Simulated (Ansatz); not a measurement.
Zinc-blende MgTe (metastable phase) was calculated with G0W0@HSE06 (Ansatz, a quantum-chemistry and plane-wave program, hard PAW, contour deformation).

The cell has the measured lattice parameters. Conventional cell: a = 6.4200 Å, b = 6.4200 Å, c = 6.4200 Å, α = 90.00°, β = 90.00°, γ = 90.00°.

The quasiparticle gap at Γ at a fixed k mesh 4×4×4:

```tsv
response cutoff	value (eV)
150 eV, 507 empty bands	4.173
200 eV, 781 empty bands	4.195
250 eV, 1091 empty bands	4.207
300 eV, 1434 empty bands	4.215
```

**Question.** Taking the value to converge with the response cutoff E as E^(−3/2), extrapolate from the last two rows.

**Answer.** With y = y∞ + c/w and weights w = 3953 and 5196 for the last two rows, y∞ = (w2 y2 − w1 y1)/(w2 − w1) = (5196 × 4.215 − 3953 × 4.207)/1243 = 4.240 eV, which lies 0.025 beyond the last row. Successive pairs of rows give 4.236, 4.237, 4.240. The limit also hangs on the law assumed, so its last digits aren't firm.

The other settings are not extrapolated, so this is the limit in one setting alone.

Spin–orbit coupling is not included; with these elements it can move the gap by several tenths of an eV or more.

Note: GW on a hybrid start was not checked against another program.
